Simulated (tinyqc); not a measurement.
Worked calculation (part 1 of 2): CCSD on RHF in the sto-6g basis, frozen core, for H2O, spin multiplicity 1. Computed by tinyqc, a small Python program that keeps every step (integrals from PySCF). Settings: charge = 0, multiplicity = 1, basis = sto-6g, method = RHF, frozen orbitals = 1, energy threshold = 1e-10, iteration cap = 72, orthogonalisation = canonical, start = atomic densities, DIIS depth = 6, amplitude equations = CCSD, DIIS depth for amplitudes = 4, cap on updates = 57. Command: `OMP_NUM_THREADS=1 python tinyqc.py 24459 24460 out.jsonl` (the two numbers bound the seeds that draw the settings). One thread of a shared host (Intel(R) Xeon(R) Processor @ 2.60GHz), about 0.4 s of CPU time with the checks. The early iterations of the SCF are left out here.

## One-electron integrals

Geometry (angstrom):
```
atom         x          y         z
O     0.000000   0.000000  0.000000
H     0.000000   0.922000  0.595000
H     0.000000  -1.001000  0.646000
```

Basis sto-6g: exponents (1/bohr^2) and contraction coefficients of normalised primitives:
```
element  l (shell)     exponent  coefficient
O            s (1)  1355.584234     0.009164
O            s (1)   248.544885     0.049361
O            s (1)    69.533902     0.168538
O            s (1)    23.886772     0.370563
O            s (1)     9.275933     0.416492
O            s (1)     3.820341     0.130334
O            s (2)    52.187762    -0.013253
O            s (2)    10.329320    -0.046992
O            s (2)     3.210345    -0.033785
O            s (2)     1.235135     0.250242
O            s (2)     0.536420     0.595117
O            s (2)     0.245881     0.240706
O            p (3)    52.187762     0.003760
O            p (3)    10.329320     0.037679
O            p (3)     3.210345     0.173897
O            p (3)     1.235135     0.418036
O            p (3)     0.536420     0.425860
O            p (3)     0.245881     0.101708
H            s (1)    35.523221     0.009164
H            s (1)     6.513144     0.049361
H            s (1)     1.822143     0.168538
H            s (1)     0.625955     0.370563
H            s (1)     0.243077     0.416492
H            s (1)     0.100112     0.130334
```

Overlap, kinetic and nuclear-attraction integrals over the contracted functions; the nuclear repulsion is the sum of Za Zb / Rab.

nuclear repulsion = 7.68651075 hartree

overlap S, order 1O 1s, 1O 2s, 1O 2px, 1O 2py, 1O 2pz, 2H 1s, 3H 1s:
$$\begin{pmatrix}
1.000000 & 0.231145 & 0.000000 & 0.000000 & 0.000000 & 0.040155 & 0.032308 \\
0.231145 & 1.000000 & 0.000000 & 0.000000 & 0.000000 & 0.389934 & 0.337663 \\
0.000000 & 0.000000 & 1.000000 & 0.000000 & 0.000000 & 0.000000 & 0.000000 \\
0.000000 & 0.000000 & 0.000000 & 1.000000 & 0.000000 & 0.286610 & -0.256443 \\
0.000000 & 0.000000 & 0.000000 & 0.000000 & 1.000000 & 0.184960 & 0.165497 \\
0.040155 & 0.389934 & 0.000000 & 0.286610 & 0.184960 & 1.000000 & 0.135377 \\
0.032308 & 0.337663 & 0.000000 & -0.256443 & 0.165497 & 0.135377 & 1.000000
\end{pmatrix}$$

kinetic energy T (hartree), order 1O 1s, 1O 2s, 1O 2px, 1O 2py, 1O 2pz, 2H 1s, 3H 1s:
$$\begin{pmatrix}
29.327197 & -0.896024 & 0.000000 & 0.000000 & 0.000000 & -0.005802 & -0.006499 \\
-0.896024 & 0.842618 & 0.000000 & 0.000000 & 0.000000 & 0.070456 & 0.042476 \\
0.000000 & 0.000000 & 2.531309 & 0.000000 & 0.000000 & 0.000000 & 0.000000 \\
0.000000 & 0.000000 & 0.000000 & 2.531309 & 0.000000 & 0.157226 & -0.115271 \\
0.000000 & 0.000000 & 0.000000 & 0.000000 & 2.531309 & 0.101464 & 0.074390 \\
-0.005802 & 0.070456 & 0.000000 & 0.157226 & 0.101464 & 0.768522 & -0.010726 \\
-0.006499 & 0.042476 & 0.000000 & -0.115271 & 0.074390 & -0.010726 & 0.768522
\end{pmatrix}$$

nuclear attraction V (hartree), order 1O 1s, 1O 2s, 1O 2px, 1O 2py, 1O 2pz, 2H 1s, 3H 1s:
$$\begin{pmatrix}
-62.184743 & -6.365420 & 0.000000 & -0.001592 & -0.012525 & -1.264208 & -1.015178 \\
-6.365420 & -9.922681 & 0.000000 & -0.016990 & -0.145590 & -2.977363 & -2.507498 \\
0.000000 & 0.000000 & -9.867481 & 0.000000 & 0.000000 & 0.000000 & 0.000000 \\
-0.001592 & -0.016990 & 0.000000 & -9.983537 & -0.007915 & -1.944762 & 1.676556 \\
-0.012525 & -0.145590 & 0.000000 & -0.007915 & -9.915815 & -1.289608 & -1.114609 \\
-1.264208 & -2.977363 & 0.000000 & -1.944762 & -1.289608 & -5.291943 & -0.787691 \\
-1.015178 & -2.507498 & 0.000000 & 1.676556 & -1.114609 & -0.787691 & -5.017252
\end{pmatrix}$$

core Hamiltonian H = T + V (hartree), order 1O 1s, 1O 2s, 1O 2px, 1O 2py, 1O 2pz, 2H 1s, 3H 1s:
$$\begin{pmatrix}
-32.857546 & -7.261445 & 0.000000 & -0.001592 & -0.012525 & -1.270010 & -1.021677 \\
-7.261445 & -9.080063 & 0.000000 & -0.016990 & -0.145590 & -2.906907 & -2.465022 \\
0.000000 & 0.000000 & -7.336172 & 0.000000 & 0.000000 & 0.000000 & 0.000000 \\
-0.001592 & -0.016990 & 0.000000 & -7.452229 & -0.007915 & -1.787536 & 1.561286 \\
-0.012525 & -0.145590 & 0.000000 & -0.007915 & -7.384506 & -1.188144 & -1.040218 \\
-1.270010 & -2.906907 & 0.000000 & -1.787536 & -1.188144 & -4.523420 & -0.798416 \\
-1.021677 & -2.465022 & 0.000000 & 1.561286 & -1.040218 & -0.798416 & -4.248730
\end{pmatrix}$$

## Two-electron integrals

Functions are numbered as in S; the eight-fold symmetry (ij|kl) = (ji|kl) = (kl|ij) leaves the list below.

Two-electron integrals (ij|kl) in chemists' order, unique and non-zero (hartree):
```
(11|11) 4.787491    (21|11) 0.675884    (21|21) 0.121505    (22|11) 1.117379
(22|21) 0.249212    (22|22) 0.817383    (31|31) 0.025762    (32|31) 0.039145
(32|32) 0.180664    (33|11) 1.117381    (33|21) 0.249212    (33|22) 0.817382
(33|33) 0.880663    (41|41) 0.025762    (42|41) 0.039145    (42|42) 0.180664
(43|43) 0.047461    (44|11) 1.117381    (44|21) 0.249212    (44|22) 0.817382
(44|33) 0.785741    (44|44) 0.880663    (51|51) 0.025762    (52|51) 0.039145
(52|52) 0.180664    (53|53) 0.047461    (54|54) 0.047461    (55|11) 1.117381
(55|21) 0.249212    (55|22) 0.817382    (55|33) 0.785741    (55|44) 0.785741
(55|55) 0.880663    (61|11) 0.125038    (61|21) 0.021553    (61|22) 0.043268
(61|33) 0.043175    (61|41) 0.000888    (61|42) 0.001738    (61|44) 0.043371
(61|51) 0.000573    (61|52) 0.001122    (61|54) 0.000126    (61|55) 0.043257
(61|61) 0.003897    (62|11) 0.315392    (62|21) 0.071383    (62|22) 0.260673
(62|33) 0.256268    (62|41) 0.004817    (62|42) 0.036132    (62|44) 0.265598
(62|51) 0.003108    (62|52) 0.023317    (62|54) 0.006021    (62|55) 0.260153
(62|61) 0.012743    (62|62) 0.105180    (63|31) 0.007779    (63|32) 0.044291
(63|43) 0.007387    (63|53) 0.004767    (63|63) 0.014548    (64|11) 0.195964
(64|21) 0.044967    (64|22) 0.175107    (64|33) 0.167321    (64|41) 0.010404
(64|42) 0.066971    (64|44) 0.188154    (64|51) 0.001694    (64|52) 0.014636
(64|54) 0.008677    (64|55) 0.169844    (64|61) 0.008378    (64|62) 0.085883
(64|64) 0.083848    (65|11) 0.126463    (65|21) 0.029019    (65|22) 0.113003
(65|33) 0.107978    (65|41) 0.001694    (65|42) 0.014636    (65|44) 0.111888
(65|51) 0.008872    (65|52) 0.053736    (65|54) 0.009911    (65|55) 0.119141
(65|61) 0.005406    (65|62) 0.055423    (65|64) 0.044721    (65|65) 0.043409
(66|11) 0.471796    (66|21) 0.108768    (66|22) 0.455417    (66|33) 0.437637
(66|41) 0.009153    (66|42) 0.094963    (66|44) 0.475293    (66|51) 0.005907
(66|52) 0.061283    (66|54) 0.024301    (66|55) 0.453319    (66|61) 0.019593
(66|62) 0.237392    (66|64) 0.221016    (66|65) 0.142630    (66|66) 0.774999
(71|11) 0.100453    (71|21) 0.017324    (71|22) 0.034804    (71|33) 0.034730
(71|41) -0.000715   (71|42) -0.001403   (71|44) 0.034886    (71|51) 0.000461
(71|52) 0.000905    (71|54) -0.000100   (71|55) 0.034795    (71|61) 0.003079
(71|62) 0.009861    (71|64) 0.005933    (71|65) 0.004188    (71|66) 0.014977
(71|71) 0.002517    (72|11) 0.265474    (72|21) 0.060142    (72|22) 0.221131
(72|33) 0.217333    (72|41) -0.004066   (72|42) -0.031097   (72|44) 0.225376
(72|51) 0.002624    (72|52) 0.020069    (72|54) -0.005191   (72|55) 0.220683
(72|61) 0.010327    (72|62) 0.069769    (72|64) 0.039710    (72|65) 0.035810
(72|66) 0.126113    (72|71) 0.008639    (72|72) 0.077365    (73|31) 0.006395
(73|32) 0.036930    (73|43) -0.006289   (73|53) 0.004058    (73|63) 0.009103
(73|73) 0.010407    (74|11) -0.169701   (74|21) -0.038960   (74|22) -0.152688
(74|33) -0.146024   (74|41) 0.008640    (74|42) 0.056731    (74|44) -0.163836
(74|51) -0.001449   (74|52) -0.012779   (74|54) 0.007437    (74|55) -0.148204
(74|61) -0.006407   (74|62) -0.041307   (74|64) -0.015083   (74|65) -0.020750
(74|66) -0.068895   (74|71) -0.005827   (74|72) -0.064904   (74|74) 0.064152
(75|11) 0.109517    (75|21) 0.025143    (75|22) 0.098538    (75|33) 0.094237
(75|41) -0.001449   (75|42) -0.012779   (75|44) 0.097616    (75|51) 0.007330
(75|52) 0.045177    (75|54) -0.008469   (75|55) 0.103761    (75|61) 0.004501
(75|62) 0.036509    (75|64) 0.020430    (75|65) 0.027513    (75|66) 0.071652
(75|71) 0.003760    (75|72) 0.041886    (75|74) -0.034684   (75|75) 0.032791
(76|11) 0.079337    (76|21) 0.018134    (76|22) 0.071671    (76|33) 0.070184
(76|41) -0.000033   (76|42) -0.000372   (76|44) 0.071742    (76|51) 0.001267
(76|52) 0.011271    (76|54) -0.000083   (76|55) 0.073088    (76|61) 0.003190
(76|62) 0.027966    (76|64) 0.019759    (76|65) 0.016638    (76|66) 0.064272
(76|71) 0.002569    (76|72) 0.024393    (76|74) -0.018028   (76|75) 0.014846
(76|76) 0.009460    (77|11) 0.437598    (77|21) 0.100964    (77|22) 0.426474
(77|33) 0.410517    (77|41) -0.008063   (77|42) -0.086361   (77|44) 0.444313
(77|51) 0.005203    (77|52) 0.055734    (77|54) -0.021810   (77|55) 0.424592
(77|61) 0.017293    (77|62) 0.139660    (77|64) 0.073805    (77|65) 0.077522
(77|66) 0.273826    (77|71) 0.014609    (77|72) 0.197635    (77|74) -0.188707
(77|75) 0.121783    (77|76) 0.064272    (77|77) 0.774999
```

## Orthogonalisation

S = U s U^T; canonical form X = U s^(-1/2), so that X^T S X = 1. Each column of U has its largest component positive (the first on a tie).

eigenvalues of S: [0.452412, 0.552175, 0.897132, 1.000000, 1.086044, 1.320015, 1.692222]

X, order 1O 1s, 1O 2s, 1O 2px, 1O 2py, 1O 2pz, 2H 1s, 3H 1s:
$$\begin{pmatrix}
-0.328762 & 0.131562 & 0.728347 & 0.000000 & -0.606304 & -0.024531 & 0.196884 \\
0.980411 & -0.289839 & -0.263419 & 0.000000 & -0.275765 & -0.035950 & 0.468989 \\
0.000000 & 0.000000 & 0.000000 & 1.000000 & 0.000000 & 0.000000 & 0.000000 \\
0.293668 & 0.823059 & -0.007433 & 0.000000 & 0.005344 & 0.665113 & 0.041423 \\
0.402652 & -0.115689 & 0.662091 & 0.000000 & 0.652220 & -0.015815 & 0.193968 \\
-0.876572 & -0.502968 & -0.182779 & 0.000000 & 0.152507 & 0.357640 & 0.412985 \\
-0.352615 & 0.875167 & -0.207262 & 0.000000 & 0.168655 & -0.430281 & 0.349755
\end{pmatrix}$$

## Iteration 8 (converged): orbitals

converged F (hartree), order 1O 1s, 1O 2s, 1O 2px, 1O 2py, 1O 2pz, 2H 1s, 3H 1s:
$$\begin{pmatrix}
-20.512624 & -4.962196 & 0.000000 & -0.001761 & -0.023763 & -0.869347 & -0.700262 \\
-4.962196 & -2.291893 & 0.000000 & -0.016958 & -0.056444 & -0.794665 & -0.678532 \\
0.000000 & 0.000000 & -0.385310 & 0.000000 & 0.000000 & 0.000000 & 0.000000 \\
-0.001761 & -0.016958 & 0.000000 & -0.220187 & -0.018343 & -0.378146 & 0.344923 \\
-0.023763 & -0.056444 & 0.000000 & -0.018343 & -0.259912 & -0.293325 & -0.272264 \\
-0.869347 & -0.794665 & 0.000000 & -0.378146 & -0.293325 & -0.417961 & -0.188714 \\
-0.700262 & -0.678532 & 0.000000 & 0.344923 & -0.272264 & -0.188714 & -0.339952
\end{pmatrix}$$

Diagonalise F' = X^T F X, C = X C', fill 5 alpha and 5 beta electrons from the bottom; D = 2 C_occ C_occ^T. Each column has its largest component positive (the first on a tie).

F' = X^T F X (hartree):
$$\begin{pmatrix}
-0.235252 & 0.378686 & 2.233136 & 0.000000 & -1.768024 & -0.038758 & 0.571876 \\
0.378686 & 0.383708 & -1.062454 & 0.000000 & 0.902137 & 0.119183 & -0.342624 \\
2.233136 & -1.062454 & -8.858536 & 0.000000 & 8.665412 & 0.418547 & -4.285037 \\
0.000000 & 0.000000 & 0.000000 & -0.385310 & 0.000000 & 0.000000 & 0.000000 \\
-1.768024 & 0.902137 & 8.665412 & 0.000000 & -9.159107 & -0.441122 & 4.511500 \\
-0.038758 & 0.119183 & 0.418547 & 0.000000 & -0.441122 & -0.556473 & 0.224470 \\
0.571876 & -0.342624 & -4.285037 & 0.000000 & 4.511500 & 0.224470 & -3.261362
\end{pmatrix}$$

orbital energies (hartree): MO1 -20.515545, MO2 -1.196333, MO3 -0.543791, MO4 -0.411776, MO5 -0.385310, MO6 0.405524, MO7 0.574899

coefficients C, order 1O 1s, 1O 2s, 1O 2px, 1O 2py, 1O 2pz, 2H 1s, 3H 1s:
$$\begin{pmatrix}
0.996881 & -0.229421 & 0.015024 & 0.078387 & 0.000000 & 0.096491 & -0.027670 \\
0.014006 & 0.901958 & -0.084091 & -0.431431 & 0.000000 & -0.606325 & 0.193220 \\
0.000000 & 0.000000 & 0.000000 & 0.000000 & 1.000000 & 0.000000 & 0.000000 \\
0.000316 & 0.017216 & 0.594099 & -0.046746 & 0.000000 & 0.189618 & 0.903577 \\
0.002075 & 0.070069 & 0.065459 & 0.767552 & 0.000000 & -0.673711 & 0.157860 \\
-0.002906 & 0.149662 & 0.468782 & 0.287882 & 0.000000 & 0.544495 & -0.868890 \\
-0.002359 & 0.121932 & -0.429480 & 0.379158 & 0.000000 & 0.813871 & 0.513472
\end{pmatrix}$$

D after iteration 8, order 1O 1s, 1O 2s, 1O 2px, 1O 2py, 1O 2pz, 2H 1s, 3H 1s:
$$\begin{pmatrix}
2.105551 & -0.456095 & 0.000000 & 0.003254 & 0.094286 & -0.015246 & -0.014113 \\
-0.456095 & 2.013856 & 0.000000 & -0.028517 & -0.546845 & -0.057348 & -0.035042 \\
0.000000 & 0.000000 & 2.000000 & 0.000000 & 0.000000 & 0.000000 & 0.000000 \\
0.003254 & -0.028517 & 0.000000 & 0.710871 & 0.008433 & 0.535242 & -0.541559 \\
0.094286 & -0.546845 & 0.000000 & 0.008433 & 1.196670 & 0.524262 & 0.542898 \\
-0.015246 & -0.057348 & 0.000000 & 0.535242 & 0.524262 & 0.650079 & -0.147848 \\
-0.014113 & -0.035042 & 0.000000 & -0.541559 & 0.542898 & -0.147848 & 0.686175
\end{pmatrix}$$

## Convergence

Stop when the energy changes by less than 1e-10 hartree and every element of the error matrix X^T (F D S - S D F) X is below 3e-06.

Course of the cycle:
```
iteration   E (hartree)     change  largest element of the error matrix
1          -75.80595189          -                             9.58e-01
2          -75.57382207   2.32e-01                             2.76e-01
3          -75.62521620  -5.14e-02                             4.26e-02
4          -75.62640194  -1.19e-03                             6.79e-03
5          -75.62644254  -4.06e-05                             3.52e-04
6          -75.62644293  -3.90e-07                             1.59e-04
7          -75.62644299  -6.03e-08                             1.60e-06
8          -75.62644299  -5.43e-12                             3.97e-07
```

PySCF RHF in the same basis = -75.62644299 hartree

Converged in 8 iterations.

## Integrals over molecular orbitals

(pq|rs) = sum C_ip C_jq C_kr C_ls (ij|kl), one index at a time.

one-electron integrals over orbitals h = C^T H C (hartree):
$$\begin{pmatrix}
-32.845028 & 0.582830 & -0.037770 & -0.189387 & 0.000000 & -0.249773 & 0.072009 \\
0.582830 & -7.589705 & 0.066780 & 0.529960 & 0.000000 & 1.143758 & -0.348454 \\
-0.037770 & 0.066780 & -5.929235 & -0.144880 & 0.000000 & -0.364550 & -1.766525 \\
-0.189387 & 0.529960 & -0.144880 & -6.560059 & 0.000000 & 1.341929 & -0.103163 \\
0.000000 & 0.000000 & 0.000000 & 0.000000 & -7.336172 & 0.000000 & 0.000000 \\
-0.249773 & 1.143758 & -0.364550 & 1.341929 & 0.000000 & -5.204992 & -0.061371 \\
0.072009 & -0.348454 & -1.766525 & -0.103163 & 0.000000 & -0.061371 & -5.526819
\end{pmatrix}$$

Two-electron integrals over orbitals (pq|rs), unique and non-zero (hartree); the lowest 1 orbital is frozen and left out:
```
(22|22) 0.727341    (32|22) 0.004430    (32|32) 0.127574    (33|22) 0.606316
(33|32) -0.001327   (33|33) 0.583490    (42|22) -0.030087   (42|32) 0.004940
(42|33) 0.001480    (42|42) 0.130161    (43|22) 0.015744    (43|32) 0.028591
(43|33) 0.009731    (43|42) -0.014578   (43|43) 0.057028    (44|22) 0.664824
(44|32) -0.016517   (44|33) 0.560085    (44|42) -0.091837   (44|43) 0.011383
(44|44) 0.699942    (52|52) 0.152560    (53|52) -0.007663   (53|53) 0.026182
(54|52) -0.040144   (54|53) 0.003803    (54|54) 0.046032    (55|22) 0.759401
(55|32) -0.010413   (55|33) 0.594431    (55|42) -0.076676   (55|43) 0.018774
(55|44) 0.689879    (55|55) 0.880663    (62|22) -0.122260   (62|32) 0.015021
(62|33) -0.059603   (62|42) -0.036763   (62|43) -0.004761   (62|44) -0.061826
(62|55) -0.133319   (62|62) 0.089748    (63|22) 0.039516    (63|32) 0.038021
(63|33) 0.024908    (63|42) -0.012783   (63|43) 0.041863    (63|44) 0.017924
(63|55) 0.042202    (63|62) -0.016420   (63|63) 0.083077    (64|22) -0.135661
(64|32) -0.012169   (64|33) -0.049184   (64|42) 0.042004    (64|43) -0.019204
(64|44) -0.129779   (64|55) -0.152781   (64|62) 0.059228    (64|63) -0.037785
(64|64) 0.103386    (65|52) -0.048896   (65|53) 0.006522    (65|54) -0.007329
(65|65) 0.032366    (66|22) 0.574686    (66|32) -0.031965   (66|33) 0.535937
(66|42) 0.046205    (66|43) -0.026499   (66|44) 0.540454    (66|55) 0.563703
(66|62) -0.081826   (66|63) -0.019558   (66|64) -0.041099   (66|66) 0.583391
(72|22) 0.039074    (72|32) 0.056074    (72|33) 0.008893    (72|42) -0.001647
(72|43) -0.024252   (72|44) 0.026017    (72|55) 0.040433    (72|62) -0.007036
(72|63) -0.022973   (72|64) -0.019263   (72|66) 0.020409    (72|72) 0.073145
(73|22) 0.168512    (73|32) -0.026082   (73|33) 0.086950    (73|42) -0.068194
(73|43) 0.001791    (73|44) 0.144848    (73|55) 0.201096    (73|62) -0.063930
(73|63) 0.009297    (73|64) -0.093386   (73|66) 0.052590    (73|72) 0.023699
(73|73) 0.156875    (74|22) 0.006061    (74|32) -0.064943   (74|33) 0.003771
(74|42) 0.003510    (74|43) -0.011887   (74|44) 0.015604    (74|55) 0.011229
(74|62) -0.013798   (74|63) -0.050853   (74|64) 0.008742    (74|66) 0.030151
(74|72) -0.014680   (74|73) 0.024158    (74|74) 0.063341    (75|52) 0.014169
(75|53) 0.022886    (75|54) -0.001289   (75|65) -0.001984   (75|75) 0.026447
(76|22) -0.002698   (76|32) -0.078603   (76|33) 0.001325    (76|42) -0.011273
(76|43) -0.057421   (76|44) 0.018284    (76|55) 0.005942    (76|62) 0.002906
(76|63) -0.061990   (76|64) 0.018582    (76|66) 0.038187    (76|72) 0.000184
(76|73) 0.030210    (76|74) 0.049542    (76|76) 0.098740    (77|22) 0.613458
(77|32) 0.038720    (77|33) 0.577656    (77|42) -0.020526   (77|43) 0.032461
(77|44) 0.572214    (77|55) 0.611410    (77|62) -0.058645   (77|63) 0.053506
(77|64) -0.065444   (77|66) 0.523164    (77|72) 0.019974    (77|73) 0.089062
(77|74) -0.024050   (77|76) -0.038160   (77|77) 0.616435
```

## CCSD: starting amplitudes

t_ij^ab = <ij||ab> / (e_i + e_j - e_a - e_b), whose energy is MP2.

Starting amplitudes (spin orbitals 1a, 1b, ...; amplitudes related by a flip of all spins are not repeated; the 24 largest):
```
from      to          t
3a 3b  7a 7b  -0.070115
4a 4b  6a 6b  -0.063248
3a 4b  6b 7a  -0.048237
3a 3b  6a 6b  -0.043756
4a 4b  7a 7b  -0.032098
2a 2b  6a 6b  -0.028014
3a 4b  6a 7b   0.026267
2a 4b  6a 6b  -0.024483
2a 3b  6a 7b   0.023499
3a 4a  6a 7a  -0.021969
3a 4b  6a 6b   0.021388
2a 2b  7a 7b  -0.020648
5a 5b  6a 6b  -0.020463
2a 3a  6a 7a   0.015055
5a 5b  7a 7b  -0.013772
3a 4b  7a 7b  -0.011475
2a 3b  6b 7a  -0.008444
2a 3b  7a 7b  -0.008201
2a 4b  6b 7a  -0.007442
2a 3b  6a 6b   0.006436
2a 4b  6a 7b   0.005330
2a 4b  7a 7b   0.005323
4a 4b  6a 7b  -0.004846
3a 3b  6a 7b  -0.004496
```

correlation energy = -0.05291920 hartree

## CCSD: amplitude update 1

t_i^a D_i^a and t_ij^ab D_ij^ab are set to the remaining terms of the spin-orbital equations, evaluated with the old amplitudes; for the doubles these are <ij||ab> + 1/2 <ab||ef> t_ij^ef + 1/2 <mn||ij> t_mn^ab + P(ij)P(ab) <mb||ej> t_im^ae + terms in t^2 + terms with t1, D the orbital-energy denominators.

Amplitudes after update 1 (spin orbitals 1a, 1b, ...; amplitudes related by a flip of all spins are not repeated; the 24 largest):
```
from      to          t
3a 3b  7a 7b  -0.089154
4a 4b  6a 6b  -0.083445
3a 4b  6b 7a  -0.062502
3a 3b  6a 6b  -0.060966
4a 4b  7a 7b  -0.043314
3a 4b  6a 7b   0.041509
2a 4b  6a 6b  -0.035060
3a 4b  6a 6b   0.031120
2a 2b  6a 6b  -0.030319
2a 3b  6a 7b   0.029271
5a 5b  6a 6b  -0.024658
2a 2b  7a 7b  -0.022678
3a 4a  6a 7a  -0.020993
3a 4b  7a 7b  -0.016320
5a 5b  7a 7b  -0.015360
2a 3b  6b 7a  -0.014910
2a 3a  6a 7a   0.014360
4a        6a   0.012333
2a 3b  7a 7b  -0.011373
2a 4b  6b 7a  -0.008874
2a 3b  6a 6b   0.008701
4a 4b  6a 7b  -0.008047
2a 4b  6a 7b   0.007088
3a 3b  6a 7b  -0.004437
```

correlation energy = -0.06833193 hartree
